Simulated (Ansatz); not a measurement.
C4H5F can be A, `CC#CCF`, or B, `C#CC(C)F`.

Gas-phase electronic energies from Ansatz, PBE0-D4/def2-TZVP geometries. CBS: MP2 limit from def2 TZ/QZ plus the TZ coupled-cluster correction, frozen cores. Functionals use def2-TZVPP. B3LYP here is the variant with VWN-RPA as its local correlation; programs differ in this.

(1) Which is lower in electronic energy at CCSD(T)/CBS, and by how much? (An estimate is asked.)

(2) Give E(B) − E(A) in kcal/mol with HF/def2-TZVPP, ωB97M-V, BLYP-D4, CCSD(T)/def2-TZVPP, r2SCAN-D4, B3LYP, CCSD(T)/def2-SVP. (Best estimate.)

(3) Does the order hold for the free energy at 298.15 K (harmonic terms from PBE0-D4)? (Best estimate.)

Largest T1 diagnostic: 0.011.

## Answers

(1) The calculation gave: A, by 0.9 kcal/mol.

(2) The calculation gave: HF/def2-TZVPP 2.6, ωB97M-V 1.5, BLYP-D4 2.9, CCSD(T)/def2-TZVPP 1.0, r2SCAN-D4 2.6, B3LYP 3.5, CCSD(T)/def2-SVP 1.2. None reverses the order clearly.

(3) Computed: Yes: G(B) − G(A) = +2.1 kcal/mol. Modes under 60 cm⁻¹, often nearly free rotors, make the harmonic entropy too high.

Leaving LDA and LC-ωPBE aside and taking each functional with its dispersion term where it has one, the values, not all of them listed here, spread over 2.0 kcal/mol, from ωB97M-V to PBE-D4. From BLYP to BHLYP (50 % exact exchange), in def2-TZVPP and without D4, E(B) − E(A) moves by −0.8 kcal/mol.
